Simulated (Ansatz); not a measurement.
Input file:

```yaml
crystal:
  periodic: [false, false, false]
  atoms:
    - {symbol: Si, position_ang: [0.000000, 0.000000, 0.651167]}
    - {symbol: N, position_ang: [0.000000, 0.000000, -1.074836]}
    - {symbol: H, position_ang: [0.000000, -0.852806, -1.603987]}
    - {symbol: H, position_ang: [0.000000, 0.852806, -1.603987]}
basis:
  gaussian: {orbitals: cc-pVDZ}
total_charge: 1
magnetization: {spin_polarized: false, initial_magnetization: 2}
correlation: {method: ccsd, electrons: valence}
scf: {lower_state_search: full}
```

```sh
$ ansatz run in.yaml --threads 1 --pin off --events-out ev --progress --plain --max-ram 2393MiB
```

The program prints:

```
407 factors; integrals over basis functions are off by at most 1.4e-3 eV
mean field evaluation 1: about -9358.5174 eV, gradient 5.2e1 eV
mean field evaluation 2: about -9358.5186 eV, gradient 5.2e1 eV
mean field evaluation 4: about -9364.7318 eV, gradient 1.5e1 eV
mean field evaluation 8: about -9365.6584 eV, gradient 1.8e-1 eV
mean field evaluation 16: about -9364.7276 eV, gradient 1.5e1 eV
mean field evaluation 32: about -9364.9007 eV, gradient 2.4e-2 eV
mean field evaluation 64: about -9365.3106 eV, gradient 2.5e0 eV
mean field evaluation 96: about -9335.5794 eV, gradient 4.0e1 eV
mean field evaluation 128: about -9365.1013 eV, gradient 6.4e0 eV
mean field evaluation 160: about -9364.5604 eV, gradient 9.4e0 eV
mean field evaluation 192: about -9364.6574 eV, gradient 1.4e-1 eV
mean field evaluation 224: about -9364.8999 eV, gradient 4.2e-2 eV
mean field evaluation 256: about -9364.6574 eV, gradient 9.3e-2 eV
mean field evaluation 288: about -9358.6568 eV, gradient 2.0e-1 eV
mean field evaluation 320: about -9357.6794 eV, gradient 4.5e0 eV
mean field evaluation 352: about -9365.6574 eV, gradient 3.4e-3 eV
mean field evaluation 384: about -9354.3209 eV, gradient 7.8e-1 eV
mean field evaluation 416: about -9364.8323 eV, gradient 1.5e1 eV
mean field evaluation 448: about -9360.9617 eV, gradient 1.9e-1 eV
mean field -9365.65735167 eV, -344.1815594033 hartree, gradient 1.7e-6 eV, S^2 2.000000; 18 other end points of the search recorded, 0 dependent functions left out
mean field evaluation 480: about -9365.7236 eV, gradient 3.5e-2 eV
mean field evaluation 512: about -9365.2075 eV, gradient 5.0e-1 eV
mean field evaluation 544: about -9365.1718 eV, gradient 1.2e-4 eV
determinant -9365.65735167 eV, -344.1815594033 hartree, with singles and doubles -9372.04203722 eV, -344.4161922694 hartree
determinant -9365.37693702 eV, -344.1712543549 hartree, with singles and doubles -9371.58751268 eV, -344.3994888010 hartree
determinant -9364.89995897 eV, -344.1537257348 hartree, with singles and doubles -9371.09451744 eV, -344.3813715601 hartree
determinant -9364.65748197 eV, -344.1448148696 hartree, with singles and doubles -9370.84195142 eV, -344.3720899297 hartree
determinant -9365.65735167 eV, -344.1815594033 hartree, with singles and doubles -9372.04248312 eV, -344.4162086562 hartree
determinant -9365.37693702 eV, -344.1712543549 hartree, with singles and doubles -9371.58752358 eV, -344.3994892012 hartree
6 core orbitals not correlated: weight in the atoms' cores, before any rotation towards them, 1.000 or more for the frozen orbitals, at most 0.000 for the correlated occupied ones
reference -9365.65735167 eV, -344.1815594033 hartree; 6, 4 occupied and 30, 32 virtual orbitals, 407 factors
second order -5.83134985 eV of doubles, -0.03190418 eV of singles
cycle   1  -6.38513231 eV  change   -8.6e-7 eV  update   3.7e-6
Total energy: -9372.04248398 eV, -344.4162086877 hartree
```

Ran on 1 thread of Arm Neoverse V2, shared host: 2.8 s wall, 0.16 GiB peak host memory.
